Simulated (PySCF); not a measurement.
```
wavenumber (cm⁻¹)  absorption (km/mol per cm⁻¹)
                0                         0.002
               33                         0.003
               66                         0.003
               99                         0.003
              131                         0.004
              164                         0.004
              197                         0.005
              230                         0.007
              263                         0.009
              296                         0.013
              328                         0.022
              361                         0.046
              394                         0.140
              427                         0.304
              460                         0.092
              493                         0.035
              525                         0.019
              558                         0.013
              591                         0.010
              624                         0.008
              657                         0.007
              690                         0.007
              722                         0.008
              755                         0.012
              788                         0.008
              821                         0.007
              854                         0.007
              887                         0.007
              919                         0.007
              952                         0.008
              985                         0.008
             1018                         0.009
             1051                         0.010
             1084                         0.011
             1116                         0.012
             1149                         0.013
             1182                         0.015
             1215                         0.017
             1248                         0.020
             1281                         0.023
             1313                         0.027
             1346                         0.032
             1379                         0.039
             1412                         0.049
             1445                         0.062
             1478                         0.083
             1510                         0.114
             1543                         0.168
             1576                         0.270
             1609                         0.500
             1642                         1.181
             1675                         4.099
             1707                         5.161
             1740                         1.437
             1773                         0.571
             1806                         0.298
             1839                         0.181
             1872                         0.122
             1904                         0.087
             1937                         0.065
```

This is the computed harmonic infrared spectrum of singlet BSF, Lorentzian lines of 48 cm⁻¹ full width. All numbers come from PySCF, PBE0, basis B def2-TZVP, S def2-TZVP, F def2-TZVP (no relativity, density fitting).

**Question.** Which bands make it up, and how are they assigned?

**Answer.** In C∞v symmetry, counting bands above 1 % of the strongest: 421 cm⁻¹ (π, 24 km/mol); 1694 cm⁻¹ (σ+, 511 km/mol).

This need not be the most stable arrangement of these atoms.
